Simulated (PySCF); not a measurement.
An unknown gives this computed stick spectrum. Level of theory: PySCF 2.14.0, density-fitted response routines, TDDFT CAM-B3LYP/def2-SVPD, vertical, gas phase, core orbitals frozen in the response. Geometries: PBE0-D3(BJ)/def2-SVP, one conformer each.

```json
{"state": "S1", "λ (nm)": "174.6", "f": "0.0000"}
{"state": "S2", "λ (nm)": "134.3", "f": "0.031"}
{"state": "S3", "λ (nm)": "122.3", "f": "0.181"}
{"state": "S4", "λ (nm)": "120.0", "f": "0.0074"}
{"state": "S5", "λ (nm)": "116.6", "f": "0.0000"}
{"state": "S6", "λ (nm)": "114.4", "f": "0.0089"}
{"state": "S7", "λ (nm)": "106.3", "f": "0.0000"}
{"state": "S8", "λ (nm)": "105.7", "f": "0.0007"}
{"state": "S9", "λ (nm)": "104.6", "f": "0.029"}
{"state": "S10", "λ (nm)": "103.5", "f": "0.0023"}
```

Triplets computed (Tamm–Dancoff): 6.57, 7.12, 8.97, 9.92 eV.

Question: Which structure fits?
A. `O=C(F)F`
B. `CC(C)=C=O`
C. `C=C=COC`

Answer: A. Its S1, at 7.10 eV, is the highest among the candidates; the nearest of the others has S1 at 4.69 eV. S1 is HOMO→LUMO (99%). Löwdin shares by element: HOMO oxygen 72%, fluorine 19%, carbon 8%; LUMO carbon 43%, oxygen 33%, fluorine 24%. At the same level the other candidates give, for their lowest levels:
- `C=C=COC`: 264 nm (f 0.001); 195 nm (f 0.017); 185 nm (f 0.291); 184 nm (f 0.019); 176 nm (f 0.010); T1 4.20 eV; HOMO -7.82, LUMO 0.93 eV
- `CC(C)=C=O`: 366 nm (f 0.000); 223 nm (f 0.000); 183 nm (f 0.012); 176 nm (f 0.000); 167 nm (f 0.206); T1 3.02 eV; HOMO -7.60, LUMO 0.43 eV
